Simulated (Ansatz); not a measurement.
[H···H···GeH3], doublet: transfer scan

Starting geometry:

```xyz
6

H    -2.5984    0.0000    0.0000
H    -1.8534    0.0000    0.0000
Ge    0.0406    0.0000    0.0000
H     0.5092   -1.4659    0.0000
H     0.5092    0.7330   -1.2695
H     0.5092    0.7330    1.2695
```

From there H2 is moved from one fragment to the other while all else, the fragments' distance too, stays fixed; atoms are numbered as listed. Energies are in kJ/mol, counted from the starting geometry at the same level. Kohn–Sham curves are unrestricted where that lies lower.

Basis cc-pVDZ; Ansatz 0.2.0. Correlated methods freeze the noble-gas cores and the filled d shells of p-block atoms. R marks a restricted (for open shells ROHF) determinant, U an unrestricted one. No spin–orbit coupling is included, and no scalar relativity.

Full CI isn't at hand for all of this; UCCSDT(Q) serves as the reference, and is uncertain by about the last step of the cluster series.

| distance H1-H2 (Å) | r2SCAN |
| --- | --- |
| 0.693 | 11.0 |
| 0.745 | 0.0 |
| 0.797 | -2.8 |
| 0.849 | -0.6 |
| 0.901 | 4.3 |
| 0.953 | 10.5 |
| 1.005 | 17.3 |
| 1.057 | 24.6 |
| 1.109 | 33.0 |

**Question.** Estimate the UCCSDT(Q) curve in cc-pVDZ from this one, knowing how r2SCAN errs.

**Answer.** The computed UCCSDT(Q) values, in kJ/mol from the starting point, and the error of r2SCAN against them:
```csv
distance H1-H2 (Å),UCCSDT(Q),r2SCAN less UCCSDT(Q)
0.693,8.5,2.5
0.745,0.0,0.0
0.797,-0.3,-2.5
0.849,4.1,-4.8
0.901,10.8,-6.5
0.953,18.0,-7.5
1.005,24.9,-7.7
1.057,31.7,-7.1
1.109,39.0,-6.0
```

The error spans 10.1 kJ/mol and is largest, -7.7 kJ/mol, at 1.005 Å.

In so small a basis the reference is far from its limit while semilocal and hybrid functionals are nearer theirs, so the functionals' errors here hold much of the reference's basis and frozen-core error, which can add to them or hide them.
